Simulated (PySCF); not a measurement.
cis-1,2-difluoroethene, C2H2F2, SMILES F/C=C\F, point group C2v.

Level: HF/def2-SVP in PySCF (density fitting, grid level 2); geometry and Hessian at that level, cubic constants and property derivatives from steps of ±0.6 along each species' dimensionless normal coordinates, second-order vibrational perturbation theory. The parent has the commonest isotopes.

Equilibrium geometry (Å):

```
atom        x        y        z
  F1   1.4029   1.0003  -0.0065
  C2   0.6558  -0.0815  -0.0207
  C3  -0.6554  -0.0435  -0.0104
  F4  -1.3383   1.0798   0.0150
  H5   1.2062  -1.0093  -0.0416
  H6  -1.2588  -0.9378  -0.0222
```

An isotope shift is δ(isotopologue) − δ(parent), that is, the negative of the change in the averaged GIAO shielding; n counts bonds from the nearest label (0: the labelled atom itself). These are computed values; those of heavy atoms are rounded to 5 ppb, about the numerical noise. One-bond deuterium shifts of ¹³C at such levels come out too large, by a quarter to a half.

**Question.** What isotope shifts arise with ²H at 5?

**Answer.** 
```json
{"nucleus": "H5", "n": "0", "0 K (ppb)": "-100", "200 K (ppb)": "-99"}
{"nucleus": "C2", "n": "1", "0 K (ppb)": "-300", "200 K (ppb)": "-300"}
{"nucleus": "F1", "n": "2", "0 K (ppb)": "-455", "200 K (ppb)": "-455"}
{"nucleus": "C3", "n": "2", "0 K (ppb)": "-150", "200 K (ppb)": "-145"}
{"nucleus": "F4", "n": "3", "0 K (ppb)": "-415", "200 K (ppb)": "-400"}
{"nucleus": "H6", "n": "3", "0 K (ppb)": "2", "200 K (ppb)": "2"}
```
